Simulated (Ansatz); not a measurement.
Born–Oppenheimer molecular dynamics of H$_{2}$S (3 atoms, charge 0, multiplicity 1). It goes on from the last frame of an earlier run, with new velocities.

Theory: RKS PBE0-D4/6-31G in Ansatz 0.2.0.

```yaml
ensemble: NVE (velocity Verlet)
time_step: 1 fs
steps_asked: 150
starting_velocities_drawn_for: 700 K
masses: H 3.016 u
seed: 822427
```

First frame:

```xyz
3
Properties=species:S:1:pos:R:3
S 0.497 -0.283 0.244
H 0.106 1.089 0.177
H -0.605 -0.761 -0.417
```

(1) What does the run give?

(2) What happens to the structure?

(3) How do temperature and energy run in time?

## Answers

(1) All steps were run.

```yaml
steps_done: 150
time_covered: 150 fs
mean_temperature_over_the_second_half: 476 K
spread_of_the_potential_energy_over_the_second_half: 6.2 meV per atom
mean_potential_energy_of_the_second_half_above_the_start: 9.8 meV per atom
```

The conserved energy stayed within 0.28 meV per atom of its start (net change 0.24 meV per atom), so the integration is sound. A run of 0.15 ps of so small a system gives no equilibrium averages. Limits of this set-up: no polarisation functions.

(2) The same pairs are bonded in the first frame and the last. Pairs count as bonded within 1.25 times the sum of covalent radii (0.12 Å more for H–H). The details hang on the random start.

(3) 
```tsv
time (fs)	T (K)	potential energy less start (eV)	conserved less start (meV/atom)
0.0	700	0.000	0.00
5.0	466	0.031	0.22
10.0	455	0.032	0.10
15.0	308	0.051	0.18
20.0	507	0.025	0.15
25.0	614	0.011	0.12
30.0	530	0.022	0.05
35.0	363	0.044	0.14
40.0	321	0.050	0.22
45.0	603	0.013	0.07
50.0	629	0.009	0.07
55.0	426	0.036	0.18
60.0	313	0.051	0.17
65.0	428	0.036	0.15
70.0	636	0.009	0.13
75.0	551	0.020	0.13
80.0	423	0.036	0.09
85.0	267	0.057	0.23
90.0	527	0.023	0.14
95.0	677	0.003	0.03
100.0	502	0.026	0.12
105.0	318	0.050	0.20
110.0	327	0.049	0.18
115.0	682	0.002	0.03
120.0	517	0.024	0.24
125.0	529	0.022	0.05
130.0	197	0.066	0.25
135.0	533	0.022	0.11
140.0	556	0.019	0.16
145.0	668	0.004	-0.02
150.0	293	0.053	0.24
```

Time of the run: 24 s on 1 thread of Intel(R) Xeon(R) Platinum 8488C (Sapphire Rapids) (shared host), peak memory 0.082 GiB.
